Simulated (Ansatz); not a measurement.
**All-electron card of Eu**

```
CELL_PARAMETERS angstrom
-2.19206 2.19206 2.19206
2.19206 -2.19206 2.19206
2.19206 2.19206 -2.19206
ATOMIC_POSITIONS crystal
Eu 0.00000 0.00000 0.00000
```

The structure comes from a relaxation in the same program, started in the bcc type, and has space group Im-3m. Whether it is a known phase or the ground state wasn't checked.

Semilocal functionals without a Hubbard term describe localised f shells poorly; where the shell is localised, the real material differs.

Other magnetic orders may lie lower; this is the state that the run reached.

No spin–orbit coupling, which matters for the heavy atoms here.

All numbers below come from Ansatz 0.2.0, DFT, PBE, all-electron LAPW, scalar-relativistic.

Settings: a Γ-centred 14×14×14 k mesh, Fermi–Dirac smearing of 0.05 eV, basis error target 1 meV/atom, spin-polarised from start moments Eu 7 μB.

| Item | Value |
| --- | --- |
| Volume per atom | 42.13 Å³ |
| Pressure at this cell | 0.7 kbar |

Problem. Give the computed value. Band gap.

Solution. none: bands cross the Fermi level, a metal.

Problem. Predict this quantity. Moments in the spheres.

Solution. Eu 7.10 μB.

Problem. Moment of the cell: what does the calculation give?

Solution. 7.26 μB.

Problem. Density of states at the Fermi level (0.2 eV bin): what does the calculation give?

Solution. 1.23 states/eV per cell.
